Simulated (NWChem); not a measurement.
# diphosphorus (P2); SMILES P#P

Program: NWChem. Each level has its own optimisation. Entropies are gas-phase, rigid-rotor, harmonic values for NWChem's default masses at 298.15 K and 1 bar, so the errors hold that model's part too (torsions, anharmonicity).

Measured entropy at 1 bar: 52.1 cal/(mol K) (CRC Handbook, as tabulated in the package chemicals).

```csv
level,entropy at 1 bar (cal/(mol K)),computed − measured
B3LYP/cc-pVDZ,52.1,0.0
B3LYP/aug-cc-pVDZ,52.1,0.0
B3LYP/cc-pVTZ,52.1,0.0
B3LYP/aug-cc-pVTZ,52.1,0.0
```
